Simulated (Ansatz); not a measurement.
Which method gave which barrier?

Saddle point of CH7NSi, singlet (CH₇NSi ([CH3][NH][SiH3]) → CH₅N ([CH3][NH2]) + SiH₂ (still joined by a long Si–N bond); bonds formed: N2–H4; bonds broken: Si1–H4; bonds weakened to dative contacts: Si1–N2), PBE0-D4/def2-TZVP structure:

```xyz
10
angstrom
Si -1.0092 1.2486 0.1428
N 0.3131 0.0943 -0.5351
C 0.4555 -1.1850 0.1203
H -0.9648 0.1800 -1.0582
H -0.4727 2.5854 -0.2617
H -0.8932 1.2107 1.6420
H 1.1623 0.4528 -0.9541
H 0.9396 -1.9209 -0.5264
H 1.0155 -1.1086 1.0600
H -0.5460 -1.5572 0.3704
```

Program: Ansatz 0.2.0. Basis: def2-TZVPP, with def2-QZVPP for the basis limit. Cores are frozen in the correlated methods. B3LYP uses VWN-RPA correlation. Extrapolation: Hartree–Fock as exp(−7.88 √X), correlation as X^−2.97. Four methods, as single points on the PBE0-D4 structures, gave these electronic barriers from the start structure: 57.11, 69.43, 71.43, 89.36 kcal/mol.

Question: The methods were, in alphabetical order, B3LYP-D4, CCSD(T), HF, SPW92. Which gave which? (A judgement: the text doesn't fix the answer.)

Answer: The calculation gives: SPW92 57.11; B3LYP-D4 69.43; CCSD(T) 71.43; HF 89.36 kcal/mol. For comparison, CCSD(T) at an estimated basis limit (MP2 extrapolated from triple and quadruple zeta, plus CCSD(T) − MP2 in triple zeta) gives 71.47 kcal/mol.

The T1 diagnostic stays at or below 0.013. The restricted Hartree–Fock reference is unstable towards an unrestricted one at one or more of these structures.

Losses and insertions of silylenes and their heavier kin drive the gas-phase chemistry of silicon and germanium vapour deposition.

Labels in which every atom is bracketed show which atoms are joined, not bond orders.

For scale, one of the runs: CCSD(T)/def2-TZVPP, 202 basis functions, launched by `ansatz run in.yaml --threads 2 --pin off --events-out ev --progress --plain --max-ram 4352MiB`. Hardware: 2 CPU threads of an Intel Xeon Platinum 8375C, shared host. Wall time 30 s; peak host memory 2.5 GiB.
